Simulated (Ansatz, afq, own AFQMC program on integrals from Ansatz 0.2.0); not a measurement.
**Where AFQMC and coupled cluster stand for CHB, singlet**

```xyz
3

B     0.0000    0.0637    0.6458
C     0.0000   -0.1038   -0.4696
H     0.0000    0.5531   -1.3309
```

Connectivity, by distances: B–CH.

Basis 6-31G. Noble-gas cores (and the filled d shells of Ga–Kr and In–Xe) are frozen. Ansatz 0.2.0 and our own AFQMC program on the same integrals; the CISD trial comes from CCSD amplitudes, and released means the phaseless constraint is let go. Error bars are statistical, one sigma.

Determinant: RHF, the one that the program's search chose, which needn't be the lowest solution. The geometry is a point of a scan.

Full CI on the same integrals is exact in this basis and with this determinant's frozen core.

Cautions: higher spins were not checked; restricted determinant unstable towards unrestricted (UHF 1.86 eV lower, ⟨S²⟩ 1.06); strong correlation (T1 0.139, weight of the determinant 0.66, largest double 0.33); (T) is large, 8 % of the CCSD correlation; the released energies are still falling, so no released level is given (meV from the phaseless value at times in 1/Eh: -4 ± 4 at 0.24, -6 ± 4 at 0.51, -14 ± 4 at 0.99, -22 ± 5 at 1.62, -33 ± 5 at 2.40).

```
T1 diagnostic                               : 0.1391
weight of the determinant in the CISD state : 0.658
size of the correlated space                : 8 electrons in 18 orbitals
```

Reference: full CI, correlation energy -4.975 eV. The cautions show a poor starting determinant, so the rows tell how each method copes with it here, and full CI is the sure value.

| level | E − E(reference) (kJ/mol) | share of correlation (%) |
| --- | --- | --- |
| HF | 480.0 | 0.00 |
| MP2 | 96.9 | 79.82 |
| CCSD | 28.8 | 93.99 |
| CCSD(T) | -6.9 | 101.43 |
| CCSDT | 2.1 | 99.57 |
| CCSDT(Q) | -1.8 | 100.38 |
| CCSDTQ | 0.2 | 99.96 |
| ph-AFQMC/CISD | 5.3 ± 0.4 | 98.89 |

CCSDT and higher add their correlation energy to the determinant of the CCSD(T) run, since their own runs factorise the integrals more tightly (a shift of under 2 meV). A walk keeps the symmetry of its determinant, which the program's search chose and which needn't be the lowest solution, so a lower state of the same spin and another symmetry isn't excluded.
